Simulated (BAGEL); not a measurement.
**C2H2F2O (SMILES FC1OC1F) at B3LYP/def2-SVP (density fitting with qzvpp-jkfit)**

Aim: the energy change on altering one bond length of C2H2F2O at B3LYP/def2-SVP (density fitting with qzvpp-jkfit), from 2 runs. 

Program for the calculation: BAGEL 1.2.2.

4 further runs of the same task are left out: 1 that didn't finish, 3 set aside as unsound or not needed.

**1. The molecule**

C2H2F2O: 7 atoms, total charge 0, spin state singlet. SMILES: `FC1OC1F`. The coordinates come from a PBE0-D4/def2-TZVP relaxation.

Bond lengths: F1–C2 1.341 Å, C2–O3 1.396 Å, C2–C4 1.451 Å, O3–C4 1.396 Å, C4–F5 1.341 Å, C2–H6 1.086 Å, C4–H7 1.086 Å. Some angles: F1–C2–O3 115.6°, F1–C2–C4 118.3°, O3–C2–C4 58.7°, C2–O3–C4 62.7°, C2–C4–O3 58.7°, C2–C4–F5 118.3°, O3–C4–F5 115.6°, F1–C2–H6 111.5°, O3–C2–H6 117.0°, C4–C2–H6 125.3°.

**2. The energy at B3LYP/def2-SVP (density fitting with qzvpp-jkfit)**

Input file input.json:

```json
{ "bagel" : [

{
  "title" : "molecule",
  "basis" : "svp",
  "df_basis" : "qzvpp-jkfit",
  "angstrom" : true,
  "geometry" : [
    { "atom" : "F", "xyz" : [   -1.664000,    0.243600,    0.558700 ] },
    { "atom" : "C", "xyz" : [   -0.421700,   -0.262000,    0.552400 ] },
    { "atom" : "O", "xyz" : [   -0.074300,   -0.991300,   -0.585800 ] },
    { "atom" : "C", "xyz" : [    0.527200,    0.256600,   -0.415700 ] },
    { "atom" : "F", "xyz" : [    0.116200,    1.216500,   -1.257500 ] },
    { "atom" : "H", "xyz" : [   -0.164000,   -0.696100,    1.514300 ] },
    { "atom" : "H", "xyz" : [    1.606300,    0.271400,   -0.291800 ] }
  ]
},
{ "title" : "ks", "xc_func" : "b3lyp" },
{ "title" : "print", "file" : "orbitals.molden", "orbitals" : true }

]}
```

On the command line:

```console
$ BAGEL_NUM_THREADS=1 BAGEL input.json > input.out
```

Standard output:

```text
* using 1 threads per process

  ===============================================================
  ===============================================================

  *** Geometry ***

  { "atom" : "F", "xyz" : [     -3.144504,      0.460337,      1.055790 ] },
  { "atom" : "C", "xyz" : [     -0.796898,     -0.495108,      1.043885 ] },
  { "atom" : "O", "xyz" : [     -0.140407,     -1.873286,     -1.107002 ] },
  { "atom" : "C", "xyz" : [      0.996264,      0.484904,     -0.785559 ] },
  { "atom" : "F", "xyz" : [      0.219586,      2.298852,     -2.376331 ] },
  { "atom" : "H", "xyz" : [     -0.309915,     -1.315438,      2.861612 ] },
  { "atom" : "H", "xyz" : [      3.035467,      0.512872,     -0.551422 ] },

  Number of auxiliary basis functions:      417

  Since a DF basis is specified, we compute 2- and 3-index integrals:
    o Being stored without compression. Storage requirement is 0.021 GB

  Number of basis functions:       80
  Number of electrons      :       40

    * METHOD: MOLECULE                             0.17

  *** Kohn-Sham DFT ***

    * Removing 13674 points whose weight is below 1.00e-10
    * Grid points: 90668

  === Nuclear Repulsion ===
   185.0079652992

       - DIIS with orbital gradients will be used.

  === KS iteration (b3lyp / svp) ===
      0       -324.26177431          0.15372484           0.27
      1       -302.45779704          0.21979387           0.26
      2       -327.79062133          0.16916748           0.26
      3       -350.06898143          0.05865818           0.25
      4       -349.95154558          0.06876793           0.26
      5       -351.94273595          0.01134296           0.26
      6       -351.97735541          0.00764419           0.25
      7       -351.99692667          0.00173581           0.25
      8       -351.99819105          0.00042308           0.25
      9       -351.99824199          0.00007836           0.26
     10       -351.99824478          0.00001483           0.27
     11       -351.99824488          0.00000418           0.26
     12       -351.99824489          0.00000139           0.26
     13       -351.99824489          0.00000059           0.26
     14       -351.99824489          0.00000010           0.26
     15       -351.99824489          0.00000004           0.26
     16       -351.99824489          0.00000001           0.26
     17       -351.99824489          0.00000000           0.26
    * SCF iteration converged.

    * Permanent dipole moment:
           (   -0.759525,     0.059234,    -0.712788) a.u.

    * METHOD: KS                                   5.12

    * METHOD: PRINT                                0.02

  ===============================================================
```

Wall time 5.7 s (1 thread of Arm Neoverse V1, shared host); peak memory 0.35 GiB.

**3. The distorted shape**

Input file input.json:

```json
{ "bagel" : [

{
  "title" : "molecule",
  "basis" : "svp",
  "df_basis" : "qzvpp-jkfit",
  "angstrom" : "true",
  "geometry" : [
    { "atom" : "F", "xyz" : [   -1.825831,    0.241380,    0.540119 ] },
    { "atom" : "C", "xyz" : [   -0.583531,   -0.264220,    0.533819 ] },
    { "atom" : "O", "xyz" : [   -0.236131,   -0.993520,   -0.604381 ] },
    { "atom" : "C", "xyz" : [    0.365369,    0.254380,   -0.434281 ] },
    { "atom" : "F", "xyz" : [   -0.045631,    1.214280,   -1.276081 ] },
    { "atom" : "H", "xyz" : [   -0.325831,   -0.698320,    1.495719 ] },
    { "atom" : "H", "xyz" : [    1.606300,    0.271400,   -0.291800 ] }
  ]
},
{ "title" : "ks", "xc_func" : "b3lyp" },
{ "title" : "print", "file" : "orbitals.molden", "orbitals" : "true" }

]}
```

On the command line:

```console
$ BAGEL_NUM_THREADS=1 BAGEL input.json > input.out
```

Standard output:

```text
* using 1 threads per process

  ===============================================================
  ===============================================================

  *** Geometry ***

  { "atom" : "F", "xyz" : [     -3.450321,      0.456142,      1.020677 ] },
  { "atom" : "C", "xyz" : [     -1.102714,     -0.499303,      1.008772 ] },
  { "atom" : "O", "xyz" : [     -0.446223,     -1.877481,     -1.142115 ] },
  { "atom" : "C", "xyz" : [      0.690447,      0.480709,     -0.820672 ] },
  { "atom" : "F", "xyz" : [     -0.086230,      2.294657,     -2.411444 ] },
  { "atom" : "H", "xyz" : [     -0.615731,     -1.319634,      2.826499 ] },
  { "atom" : "H", "xyz" : [      3.035467,      0.512872,     -0.551422 ] },

  Number of auxiliary basis functions:      417

  Since a DF basis is specified, we compute 2- and 3-index integrals:
    o Being stored without compression. Storage requirement is 0.021 GB

  Number of basis functions:       80
  Number of electrons      :       40

    * METHOD: MOLECULE                             0.16

  *** Kohn-Sham DFT ***

    * Removing 13480 points whose weight is below 1.00e-10
    * Grid points: 90862

  === Nuclear Repulsion ===
   184.2147438821

       - DIIS with orbital gradients will be used.

  === KS iteration (b3lyp / svp) ===
      0       -324.32215783          0.15315779           0.26
      1       -301.65356611          0.21721136           0.25
      2       -327.91645945          0.16858741           0.25
      3       -349.92434190          0.05894266           0.25
      4       -349.83258538          0.06976525           0.25
      5       -351.93095949          0.01132655           0.25
      6       -351.96405527          0.00811363           0.25
      7       -351.98637925          0.00170717           0.25
      8       -351.98763475          0.00038239           0.25
      9       -351.98767623          0.00007307           0.25
     10       -351.98767811          0.00003852           0.25
     11       -351.98767876          0.00000415           0.25
     12       -351.98767876          0.00000239           0.25
     13       -351.98767877          0.00000068           0.25
     14       -351.98767877          0.00000015           0.25
     15       -351.98767877          0.00000017           0.25
     16       -351.98767877          0.00000002           0.25
     17       -351.98767877          0.00000001           0.26
     18       -351.98767877          0.00000000           0.25
    * SCF iteration converged.

    * Permanent dipole moment:
           (   -0.719329,     0.064466,    -0.705755) a.u.

    * METHOD: KS                                   5.20

    * METHOD: PRINT                                0.02

  ===============================================================
```

Run time: 5.7 s. Hardware: 1 thread of Arm Neoverse V1, shared host; peak memory 0.35 GiB.

**4. What came out**

Level: B3LYP/def2-SVP (density fitting with qzvpp-jkfit).

```
                                                         quantity          value
                                        first shape: total energy  -351.99824 Eh
                                       first shape: dipole moment         2.65 D
                                         first shape: HOMO energy       -8.56 eV
                                         first shape: LUMO energy        1.79 eV
                                       first shape: HOMO–LUMO gap       10.35 eV
                                    distorted shape: total energy  -351.98768 Eh
                                   distorted shape: dipole moment         2.57 D
                                     distorted shape: HOMO energy       -8.56 eV
                                     distorted shape: LUMO energy        1.16 eV
                                   distorted shape: HOMO–LUMO gap        9.71 eV
energy change with the C4–H7 bond stretched from 1.086 to 1.249 Å       0.288 eV
```

In words: With the C4–H7 bond stretched from 1.086 to 1.249 Å the energy rises by 0.29 eV (6.6 kcal/mol). The first shape isn't relaxed at this level, so the change isn't measured from a minimum.
